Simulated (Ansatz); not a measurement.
Process, species as SMILES: [H][H] (H2) → 2 H atom
B3LYP-D3(BJ)/def2-TZVP geometries, fixed; electronic energies without zero-point terms.
Largest species:
```xyz
2

H      0.0000     0.0000    -0.3720
H      0.0000     0.0000     0.3720
```

Basis-set convergence of the bond dissociation energy at MP2 with Ansatz (an electronic-structure program). All functions are spherical. Open shells are unrestricted. No added dispersion term, no relativity. Functions are those of the species that has most. Reference: Hartree-Fock in aug-cc-pV5Z plus the correlation part extrapolated as X^-3 from aug-cc-pVQZ and aug-cc-pV5Z, 105.32 kcal/mol, itself unsure by roughly 0.12 kcal/mol (a third of the extrapolation step and of the last Hartree-Fock step). Deviations are taken from unrounded values.

```json
[
 {"basis": "STO-3G", "functions": "2", "bond dissociation energy (kcal/mol)": "123.37", "minus reference (kcal/mol)": "18.05"},
 {"basis": "6-31G*", "functions": "4", "bond dissociation energy (kcal/mol)": "92.65", "minus reference (kcal/mol)": "-12.67"},
 {"basis": "pcseg-0", "functions": "4", "bond dissociation energy (kcal/mol)": "90.98", "minus reference (kcal/mol)": "-14.35"},
 {"basis": "6-31G**", "functions": "10", "bond dissociation energy (kcal/mol)": "101.11", "minus reference (kcal/mol)": "-4.22"},
 {"basis": "def2-SVP", "functions": "10", "bond dissociation energy (kcal/mol)": "98.31", "minus reference (kcal/mol)": "-7.01"},
 {"basis": "6-311G**", "functions": "12", "bond dissociation energy (kcal/mol)": "100.80", "minus reference (kcal/mol)": "-4.53"},
 {"basis": "def2-TZVP", "functions": "12", "bond dissociation energy (kcal/mol)": "100.81", "minus reference (kcal/mol)": "-4.52"},
 {"basis": "aug-pcseg-1", "functions": "18", "bond dissociation energy (kcal/mol)": "100.00", "minus reference (kcal/mol)": "-5.32"},
 {"basis": "6-311++G(2d,2p)", "functions": "20", "bond dissociation energy (kcal/mol)": "102.36", "minus reference (kcal/mol)": "-2.96"},
 {"basis": "jun-cc-pV(T+d)Z", "functions": "28", "bond dissociation energy (kcal/mol)": "103.54", "minus reference (kcal/mol)": "-1.79"},
 {"basis": "6-311++G(3df,3pd)", "functions": "36", "bond dissociation energy (kcal/mol)": "103.71", "minus reference (kcal/mol)": "-1.61"},
 {"basis": "aug-pcseg-2", "functions": "46", "bond dissociation energy (kcal/mol)": "103.69", "minus reference (kcal/mol)": "-1.63"},
 {"basis": "def2-QZVPP", "functions": "60", "bond dissociation energy (kcal/mol)": "104.57", "minus reference (kcal/mol)": "-0.75"},
 {"basis": "aug-cc-pVQZ", "functions": "92", "bond dissociation energy (kcal/mol)": "104.67", "minus reference (kcal/mol)": "-0.65"},
 {"basis": "aug-pcseg-3", "functions": "98", "bond dissociation energy (kcal/mol)": "104.60", "minus reference (kcal/mol)": "-0.73"},
 {"basis": "cc-pV5Z", "functions": "110", "bond dissociation energy (kcal/mol)": "104.95", "minus reference (kcal/mol)": "-0.38"},
 {"basis": "pcseg-4", "functions": "122", "bond dissociation energy (kcal/mol)": "104.91", "minus reference (kcal/mol)": "-0.41"},
 {"basis": "aug-cc-pV5Z", "functions": "160", "bond dissociation energy (kcal/mol)": "105.00", "minus reference (kcal/mol)": "-0.32"}
]
```
